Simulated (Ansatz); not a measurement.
Computed with Ansatz on PBE0-D4/def2-TZVP structures; ΔE is electronic, products minus reactants. CBS: MP2 limit from def2 TZ/QZ plus the TZ coupled-cluster correction, frozen cores. This one scheme is used for every species. Functionals use def2-TZVPP. B3LYP here is the variant with VWN-RPA as its local correlation; programs differ in this. Each species was taken in one conformer, which may not be the lowest.

`CC1(C)COC1` + `N#CO` → `COC#N` + `CC1COC1`  (substitution at a C–C bond)

`CC1(C)COC1`:

```xyz
16

C     1.271   -0.866    0.238
C     0.036   -0.038   -0.050
C    -0.347   -0.091   -1.514
C    -1.132   -0.261    0.929
O    -1.042    1.077    1.431
C     0.053    1.377    0.559
H     1.108   -1.915   -0.024
H     1.540   -0.821    1.297
H     2.126   -0.508   -0.342
H    -1.238    0.509   -1.712
H    -0.555   -1.118   -1.826
H     0.463    0.290   -2.144
H    -2.104   -0.458    0.463
H    -0.951   -1.005    1.713
H     0.960    1.637    1.117
H    -0.188    2.190   -0.135
```

`N#CO`:

Cartesian coordinates in Å:
```
N -0.720 1.269 -0.695
C -0.179 0.322 -0.323
O 0.439 -0.755 0.028
H 0.460 -0.836 0.990
```

`COC#N`:

```xyz
7

C    -0.187    0.733    0.377
O     0.854   -0.207    0.039
C     0.462   -1.239   -0.610
N     0.142   -2.181   -1.197
H    -0.650    1.113   -0.534
H    -0.931    0.247    1.010
H     0.310    1.534    0.916
```

`CC1COC1`:

Cartesian coordinates in Å:
```
C 0.175 0.062 1.496
C 0.383 -0.290 0.044
C -0.828 -0.764 -0.770
O -0.603 0.232 -1.775
C 0.418 0.850 -0.982
H -0.014 -0.832 2.098
H 1.055 0.559 1.913
H -0.679 0.734 1.617
H 1.235 -0.963 -0.071
H -0.789 -1.777 -1.180
H -1.791 -0.619 -0.263
H 1.347 0.988 -1.544
H 0.091 1.819 -0.583
```

CCSD(T)/CBS gives +52.3 kJ/mol.

Another level gave +50.1 kJ/mol. Which?
A. B3LYP-D4/def2-TZVPP
B. B3LYP/def2-TZVPP
C. MP2/def2-TZVPP
D. ωB97M-V/def2-TZVPP

D. ωB97M-V 50.1, B3LYP-D4 42.7, B3LYP 34.9, MP2/def2-TZVPP 56.9 kJ/mol.

Largest T1 diagnostic among the species: 0.014.

In def2-TZVPP, CCSD(T) changes the Hartree–Fock value by +20.7 kJ/mol (the triples alone add +1.6 kJ/mol) and MP2 by +26.2 kJ/mol. The D4 term adds +7.8 kJ/mol with B3LYP and +4.3 kJ/mol with PBE0; it sums over pairs of atoms, weighted by their polarisabilities, and B3LYP, whose exchange is more repulsive, gets the larger term.
